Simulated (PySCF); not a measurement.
**Structure from NMR data**

An unknown has the formula C$_{3}$H$_{7}$NO. Its calculated NMR data are:

1H NMR (400 MHz, computed): δ 4.42 (br, 1H), 4.29 (br, 1H), 1.86 (q, J = 8.4 Hz, 2H), 1.06 (t, J = 8.4 Hz, 3H).

13C{1H} NMR (computed): δ 172.2 (C), 28.3 (CH2), 9.6 (CH3).

Method: shielding tensors at PBE0/pcSseg-1 (GIAO), coordinates at the PBE0-D3(BJ)/def2-SVP level, B3LYP/pcJ-1 coupling constants (spin–dipole term only in couplings to heteroatoms), in PySCF (non-relativistic Hamiltonian, no solvent, one conformer, fast rotation and ring inversion assumed for equivalent nuclei).

Shifts are taken against calculated references (same method and geometry level): 1H and 13C vs TMS.

Propose a structure and justify it.

Results:


1. Rings plus π bonds: 1 (no ring in the answer).
2. 3 carbon signals for 3 carbons: no two carbons are equivalent.
3. Carbon types of the structure: 1 × C, 1 × CH2, 1 × CH3, leaving 2 H on heteroatoms.
4. δC 172.2: amide carbonyl carbon; it is a carbonyl in resonance with an O or N lone pair, the region of acids, esters and amides.
5. δC 28.3: sp3 CH2 α to a carbonyl; the adjacent C=O deshields it moderately.
6. δC 9.6: methyl carbon; a saturated carbon with 1 carbon neighbour and no heteroatom attached.
7. δH 4.42, 4.29: hydrogen on an amide-type nitrogen; exchangeable; this is the value without hydrogen bonding to other molecules.
8. δH 1.86: hydrogen on an sp3 CH2 α to a carbonyl; α to C=O.
9. δH 1.06: hydrogen on a methyl carbon.
10. The protons at 1.06 and 1.86 share a coupling of 8.4 Hz (vicinal).

Structure: Propanamide.

The shifts were computed for this structure.

OH/NH shifts are gas-phase values; hydrogen bonding in solution moves them, usually downfield. Rotation about the amide-type C–N bond is slow at room temperature, so the two groups on nitrogen are listed apart. Multiplet labels drop couplings under 1 Hz and merge nearly equal ones. Unscaled 3J(H,H) at this level run about 9 % above measured values. Shifts are as computed. Against solution values, carbons near 30 ppm lie about +2 ppm off and those near 130 ppm about +4 ppm. Of 246 compounds with measured shifts, 49 miss one by over three times the rms of a fit or turn the order of signals round; such compounds aren't used in these exercises. The C=O carbon of an acid or of an amide with N–H lies up to 10 ppm further downfield in solution, through hydrogen bonding that the calculation lacks.
